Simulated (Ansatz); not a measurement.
**F₂ with Cl₂: structure and interaction energy**

Aim: relax the pair, then compute its interaction energy with counterpoise at many levels, up to CCSD(T).

Computed with Ansatz 0.2.0, Gaussian basis. Level: PBE0-D4 structure, single points in def2-TZVPPD.

Levels: PBE-D4, revPBE-D4, BLYP-D4, r2SCAN-D4, B97M-V, PBE0-D4, B3LYP-D4, HSE06-D4, wB97X-V, wB97M-V, B2PLYP, Hartree-Fock, MP2, CCSD, CCSD(T). The reference is CCSD(T) extrapolated to the basis limit.

Cores are frozen in the correlated methods. B3LYP uses VWN-RPA correlation. B2PLYP carries no dispersion term here.

164 further runs of the same task are left out: 164 set aside as unsound or not needed.

### Step 1. The starting structure

The pair, from a GFN2-xTB docking trial: 4 atoms, charge 0, spin multiplicity 1.

Atoms are counted from 1 here; the program's logs count them from 0.

Bond lengths: F1–F2 1.403 Å, Cl3–Cl4 2.016 Å.

Coordinates:

```
F    -0.4042   -0.5565   -1.7952
F     0.5036    0.5128   -1.8302
Cl    0.6274   -0.6379    2.1619
Cl   -0.7268    0.6815    1.4635
```

Atoms 1 to 2 are fragment A (F₂), the rest fragment B (Cl₂).

### Step 2. A first relaxation in a small basis

Contents of pre/in.yaml:

```yaml
crystal:
  periodic: [false, false, false]
  atoms:
    - {symbol: F, position_ang: [-0.404200, -0.556500, -1.795200]}
    - {symbol: F, position_ang: [0.503600, 0.512800, -1.830200]}
    - {symbol: Cl, position_ang: [0.627400, -0.637900, 2.161900]}
    - {symbol: Cl, position_ang: [-0.726800, 0.681500, 1.463500]}
basis:
  gaussian: {orbitals: def2-SVP}
hamiltonian: {xc: pbe, dispersion: d4}
relax: {f_tol: 0.03, max_steps: 250}
```

Command:

```console
ansatz run in.yaml --threads 2 --pin off --events-out ev --progress --plain --max-ram 5222MiB
```

Further steps of the session: Relaxation at PBE0-D4; PBE-D4/def2-TZVPPD; r2SCAN-D4/def2-TZVPPD; PBE0-D4/def2-TZVPPD; B3LYP-D4/def2-TZVPPD; wB97X-V/def2-TZVPPD; wB97M-V/def2-TZVPPD; B2PLYP/def2-TZVPPD; BLYP-D4/def2-TZVPPD; revPBE-D4/def2-TZVPPD; B97M-V/def2-TZVPPD; HSE06-D4/def2-TZVPPD; CCSD(T)/def2-TZVPPD; MP2/def2-QZVPPD; Vibrations of the pair.

**Question.** What will these runs give? Wanted: interaction energy, CCSD(T)/CBS; of it Hartree-Fock; D4 term of PBE0-D4; shortest contact; lowest wavenumber.

**Answer**, as computed:

| quantity | value |
| --- | --- |
| interaction energy, CCSD(T)/CBS | -23.5 meV |
| of it Hartree-Fock (basis limit) | +18.4 meV |
| D4 term of PBE0-D4 | -23.2 meV |
| shortest contact | F1–Cl3 3.60 Å |
| lowest wavenumber | 17 cm⁻¹ |

What this shows: The pair is bound by 23.5 meV at fixed fragment shapes. Hartree-Fock doesn't bind it at this geometry, so correlation, mostly dispersion, holds it together. The functionals run from B97M-V, off by -1.5 meV, to B2PLYP, off by +23.4 meV, against CCSD(T)/CBS. Mean unsigned error by rung: GGA 6.1, meta-GGA 4.9, hybrid 2.6, screened hybrid 1.9, range-separated hybrid 7.2, double hybrid 23.4 meV. PBE-D4 gives an interaction energy 6.5 meV too low, an error of 28 % of the reference. CCSD(T) moves by -5.7 meV from triple zeta to the limit; gaps between functionals far smaller than that don't rank them. A lower arrangement may exist. The restricted Hartree–Fock reference is unstable towards an unrestricted one at one or more of these structures.
